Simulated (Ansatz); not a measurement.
Born–Oppenheimer molecular dynamics of CO + H2S (5 atoms, charge 0, multiplicity 1). It goes on from the last frame of an earlier run, with new velocities.

All numbers below come from Ansatz 0.2.0, RKS PBE-D4/cc-pVDZ.

* ensemble: NVE (velocity Verlet)
* time step: 1 fs
* steps asked: 166
* starting velocities drawn for: 300 K
* seed: 3179

First frame:

```xyz
5
Properties=species:S:1:pos:R:3
S 0.554 0.313 -2.471
H -0.225 -0.693 -2.050
H 1.572 -0.147 -1.639
C -0.052 -0.794 2.910
O -0.246 0.323 3.213
```

Problem. What does the run give?

Solution. The run went to its last step.

```
steps done                                               : 166
time covered                                             : 166 fs
mean temperature over the second half                    : 311 K
spread of the potential energy over the second half      : 4.4 meV per atom
mean potential energy of the second half above the start : -0.9 meV per atom
```

The conserved energy stayed within 0.46 meV per atom of its start (net change -0.13 meV per atom), so the integration is sound. A run of 0.17 ps of so small a system gives no equilibrium averages.

Problem. What happens to the structure?

Solution. The same pairs are bonded in the first frame and the last. Pairs count as bonded within 1.25 times the sum of covalent radii (0.12 Å more for H–H). The details hang on the random start.

Problem. How do temperature and energy run in time?

Solution. 
| time (fs) | T (K) | potential energy less start (eV) | conserved less start (meV/atom) |
| --- | --- | --- | --- |
| 0 | 300 | 0.000 | 0.00 |
| 5 | 306 | -0.003 | -0.10 |
| 10 | 415 | -0.046 | -0.36 |
| 15 | 226 | 0.030 | 0.25 |
| 20 | 275 | 0.010 | 0.10 |
| 25 | 394 | -0.038 | -0.32 |
| 30 | 281 | 0.007 | -0.03 |
| 35 | 361 | -0.025 | -0.25 |
| 40 | 322 | -0.009 | -0.03 |
| 45 | 214 | 0.035 | 0.28 |
| 50 | 379 | -0.032 | -0.34 |
| 55 | 357 | -0.023 | -0.23 |
| 60 | 271 | 0.011 | 0.06 |
| 65 | 333 | -0.013 | -0.08 |
| 70 | 261 | 0.016 | 0.21 |
| 75 | 305 | -0.003 | -0.11 |
| 80 | 388 | -0.036 | -0.36 |
| 85 | 269 | 0.013 | 0.16 |
| 90 | 284 | 0.007 | 0.08 |
| 95 | 305 | -0.002 | 0.03 |
| 100 | 288 | 0.005 | 0.02 |
| 105 | 384 | -0.035 | -0.37 |
| 110 | 291 | 0.004 | 0.04 |
| 115 | 248 | 0.021 | 0.24 |
| 120 | 350 | -0.020 | -0.17 |
| 125 | 291 | 0.003 | -0.05 |
| 130 | 358 | -0.024 | -0.25 |
| 135 | 354 | -0.022 | -0.19 |
| 140 | 209 | 0.037 | 0.33 |
| 145 | 350 | -0.020 | -0.14 |
| 150 | 362 | -0.026 | -0.32 |
| 155 | 291 | 0.003 | -0.03 |
| 160 | 377 | -0.031 | -0.20 |
| 165 | 255 | 0.019 | 0.19 |

Run time: 68 s on 1 thread of AMD EPYC 7B13 (Zen 3), with other jobs on the host, peak memory 0.099 GiB.
